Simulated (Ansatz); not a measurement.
Species: C3H3, charge 0, multiplicity 2. It need not be the lowest isomer of its formula. 
Coordinates optimised at B3LYP-D3(BJ)/def2-TZVP (Ansatz, a quantum-chemistry and plane-wave program):
```xyz
6

C     -0.0011     0.0113     0.1144
C     -0.0126     0.1308     1.3291
C      0.0118    -0.1223    -1.2430
H     -0.0226     0.2347     2.3859
H      0.9454    -0.1572    -1.7878
H     -0.9114    -0.1960    -1.8016
```
Charge 0, spin multiplicity 2.

Parts of the frozen-core correlation energy in STO-3G (Ansatz, hartree). Frozen orbitals: 3; correlated occupied orbitals by spin: 8 and 7; virtual: 7 and 8. UHF or UKS for open shells. Spin-orbit coupling is left out. No relativistic terms.

```csv
term,value
reference (HF),-113.82491
MP2 opposite-spin,-0.11141
MP2 same-spin,-0.02690
CCSD correlation,-0.19903
(T),-0.00179
T1 diagnostic,0.049
largest doubles amplitude,0.151
<S^2> of the reference,1.144
```
